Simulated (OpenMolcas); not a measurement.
## How the cost of B97-2 grows with the basis: OCS (carbonyl sulfide)

OCS has 3 atoms, charge 0, and is taken as a singlet. As SMILES, `O=C=S`. The shape is that of a PBE0-D4/def2-TZVP optimisation.

B97-2, energy, OpenMolcas 26.06, on 1 thread of Arm Neoverse V1, shared host. N is the number of basis functions, t the processor time.

| basis | N | t (s) | ln N | ln t |
| --- | --- | --- | --- | --- |
| pcseg-1 | 46 | 3.5 | 3.829 | 1.253 |
| aug-pcseg-1 | 73 | 6.4 | 4.290 | 1.856 |
| pcseg-2 | 94 | 11 | 4.543 | 2.398 |
| aug-pcseg-2 | 142 | ? | 4.956 | ? |

Fit t = C·Nᵖ to the known rows and estimate the time in aug-pcseg-2.


1. Means of the 3 rows: ln N = 4.22067, ln t = 1.8357.
2. Σ(Δln N)² = 0.26211, Σ(Δln N·Δln t) = 0.41088, so the slope is 0.41088/0.26211 = 1.5676.
3. Intercept: 1.8357 − (1.5676) × 4.22067 = -4.7806. The largest residual of the fit is 0.088.
4. ln t = -4.7806 + 1.5676 × 4.956, so t ≈ 20 s.

The run took 40 s, so the estimate is too short by a factor of about 2.0. The fitted power is 1.6, with the electron count fixed. Fixed start-up costs flatten the line at the short runs, so it runs low for the long one.
